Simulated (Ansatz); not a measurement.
Reaction (SMILES): C[CH-]N -> [CH2-]CN

Property: isomerisation energy (enthalpy at 298 K), in kcal/mol. Conventions: non-relativistic; 6-311+G** with 5d; spin-orbit terms left out; six Cartesian d functions in 6-31G* and its kin unless marked 5d; LANL2DZ all-electron up to Ne. First-principles rows: single points at B3LYP-D3(BJ) geometries (Ansatz, an electronic-structure program), with unscaled harmonic terms from B3LYP/6-31G* at its own minima. Anions need diffuse functions, which STO-3G, LANL2DZ, def2-SVP, cc-pVDZ and Pople sets without + lack.

| level | program | isomerisation energy (enthalpy at 298 K) (kcal/mol) |
|---|---|---|
| HF/STO-3G | Ansatz | 4.0 |
| HF/3-21G | Ansatz | -3.6 |
| HF/LANL2DZ | Ansatz | -6.0 |
| HF/6-31G* | Ansatz | -3.9 |
| HF/6-311+G** | Ansatz | -6.8 |

No value to compare with is used here. The 5 habitual levels span -6.8 (HF/6-311+G**) to 4.0 kcal/mol (HF/STO-3G).

The sets are all those run for this method; runs whose electronic state is in doubt are left out.
